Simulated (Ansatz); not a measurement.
Compare A (`CNC(O)F`) with its isomer B (`NCOCF`).

Gas-phase electronic energies from Ansatz, PBE0-D4/def2-TZVP geometries. CCSD(T)/CBS adds triple-zeta CCSD(T) − MP2 to the extrapolated MP2 energy (def2 sets, frozen cores). Functionals use def2-TZVPP. One conformer a species, not always the lowest.

(1) Which isomer does CCSD(T)/CBS put lower? Give the gap. (Best estimate.)

(2) Give E(B) − E(A) in kJ/mol with CCSD(T)/def2-TZVPP, PBE-D4, MP2/def2-TZVPP, CCSD/def2-TZVPP, r2SCAN-D4, PBE0-D4, B2PLYP. (Estimate.)

Largest T1 diagnostic: 0.011.

Answers

(1) The calculation gave: A, by 27.5 kJ/mol.

(2) Computed: CCSD(T)/def2-TZVPP 27.1, PBE-D4 24.3, MP2/def2-TZVPP 29.3, CCSD/def2-TZVPP 26.9, r2SCAN-D4 27.0, PBE0-D4 27.7, B2PLYP 23.2. None reverses the order clearly.

From PBE to PBE0 (25 % exact exchange), in def2-TZVPP and without D4, E(B) − E(A) moves by +3.7 kJ/mol. In def2-TZVPP, CCSD(T) changes the Hartree–Fock value by +4.9 kJ/mol (the triples alone add +0.1 kJ/mol) and MP2 by +7.1 kJ/mol.
